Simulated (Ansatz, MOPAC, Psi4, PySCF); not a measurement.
Process, species as SMILES: C=CCO → [CH]=C (C2H3) + [CH2]O (CH3O) (the C-C bond breaks)

Wanted: bond dissociation energy (enthalpy at 298 K), in kcal/mol. Terms: dispersion terms only where a functional's name holds one; non-relativistic; 6-311+G** with 5d; 6-31G* and kin with 6d, 5d where marked; PM7 with its own dispersion and hydrogen-bond terms; frozen cores in correlated levels; UHF or UKS for open shells; no spin-orbit coupling. Ab initio and DFT rows: single points at B3LYP-D3(BJ) geometries (Ansatz, an electronic-structure program), with unscaled harmonic terms from B3LYP/6-31G* (Ansatz) at its own minima. Semi-empirical rows: MOPAC heats of formation at their own minima for 298 K. A UHF reference is markedly spin-contaminated in at least one set, which strains HF and MP2.

Measured values: Active Thermochemical Tables 1.112 (ions: stationary electron), as tabulated in the package chemicals; CRC Handbook, as tabulated in the package chemicals; G2/97 table in ASE (Curtiss et al.); they hold spin-orbit and core effects, anharmonicity and other conformers. 

Value to compare with, the measured value: 97.5 kcal/mol.

| level | program | bond dissociation energy (enthalpy at 298 K) (kcal/mol) | error |
|---|---|---|---|
| PM7 | MOPAC | 70.2 | -27.3 |
| PBE/3-21G | Ansatz | 97.7 | 0.2 |
| BP86/6-31G* (5d) | PySCF | 94.8 | -2.7 |
| B3LYP/3-21G | Ansatz | 93.5 | -4.0 |
| B3LYP/6-31G* | Ansatz | 93.5 | -4.0 |
| B3LYP/cc-pVDZ | Ansatz | 91.4 | -6.1 |
| wB97X-D/6-311+G** | Psi4 | 95.3 | -2.2 |
| MP2/STO-3G | Ansatz | 112.7 | 15.2 |
| MP2/3-21G | Ansatz | 97.3 | -0.2 |
| B3PW91/6-31G* (5d) | PySCF | 94.4 | -3.1 |
| B3LYP-D3(BJ)/def2-TZVPD | Ansatz + dftd3 | 92.0 | -5.5 |
| M06-2X/def2-TZVPD | PySCF | 96.7 | -0.8 |
| wB97M-V/def2-TZVPD | Ansatz | 97.0 | -0.5 |

Among the 10 habitual levels, PM7 lies farthest from the measured value (-27.3 kcal/mol); 2 of 10 lie above it, and their mean absolute error is 6.5 kcal/mol, the median 3.5. One case shows no general order.

The levels are drawn from those run, B3LYP/6-31G* more often than the rest, none by its result; left out are runs that failed, that the program found above a lower state of the same kind, or whose <S^2> lies over 0.5 above the pure value.
